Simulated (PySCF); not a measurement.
BF3, charge -1, multiplicity 2. Atoms are numbered in the order given.

```xyz
4

B      0.0000     0.0000    -0.3874
F      1.1598     0.6696     0.0717
F      0.0000    -1.3392     0.0717
F     -1.1598     0.6696     0.0717
```
Charge -1, spin multiplicity 2.

Geometry optimised at ωB97X-D3(BJ)/def2-SVPD. The spin state was assumed, not searched. The isomer is the one that the SMILES or the coordinates give; other isomers of the formula were not compared.

These are ωB97X/def2-TZVPD (PySCF) values and carry that method's errors.

Mulliken values depend strongly on the basis, most of all with diffuse functions as here. ESP charges are fitted to the potential on shells at 1.4 to 2.0 van der Waals radii. Atomic charges (e):

| atom | ESP fit | meta-Löwdin | Mulliken spin |
|---|---|---|---|
| B1 | -0.71 | 0.32 | 0.66 |
| F2 | -0.10 | -0.44 | 0.11 |
| F3 | -0.10 | -0.44 | 0.11 |
| F4 | -0.10 | -0.44 | 0.11 |
